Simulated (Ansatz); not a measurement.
# SiH (quartet): wave-function methods side by side, def2-TZVPP

One table from this session's results is given with a row withheld; the runs are named, their logs left out.

Computed with Ansatz 0.2.0, Gaussian basis. Level: def2-TZVPP, core rule «outside noble gas», up to 5 orbitals frozen.

To be run: UHF; ROHF; CCSD(T) on UHF.

2 further runs of the same task are left out: 2 set aside as unsound or not needed.

### The geometry

The geometry is a PBE0/def2-TZVP stationary point (not a proven minimum) of the parent state, kept for this charge and spin.

2 atoms, charge 0, spin multiplicity 4.

Atoms are counted from 1 here; the program's logs count them from 0.

Bond lengths: Si1–H2 1.532 Å.

The first run:

Input file in.yaml:

```yaml
crystal:
  periodic: [false, false, false]
  atoms:
    - {symbol: Si, position_ang: [0.000000, 0.000000, 0.000000]}
    - {symbol: H, position_ang: [0.000000, 0.000000, 1.531705]}
basis:
  gaussian: {orbitals: def2-TZVPP}
magnetization: {spin_polarized: true, initial_magnetization: 3}
hamiltonian: {xc: hf}
output: {orbitals: {seedname: orbitals}}
```

Run with:

```sh
> ansatz run in.yaml --threads 1 --pin off --events-out ev --progress --plain --max-ram 2560MiB --backend cpu
```

Steps of the session up to this table: UHF; ROHF; CCSD(T) on UHF.

One table of the session follows, with a row left open; its other results are not shown here.

| method | from UCCSD(T) (meV) |
| --- | --- |
| ROHF | +2304.5 |
| UHF | +2269.9 |
| UMP2 | +583.2 |
| UCCSD | ? |
| UCCSD(T) | 0 |

Estimate the missing values for UCCSD.

The run gave: from UCCSD(T) (meV): +80.7. In the column «from UCCSD(T) (meV)» it lies between UCCSD(T) (0) and UMP2 (+583.2).
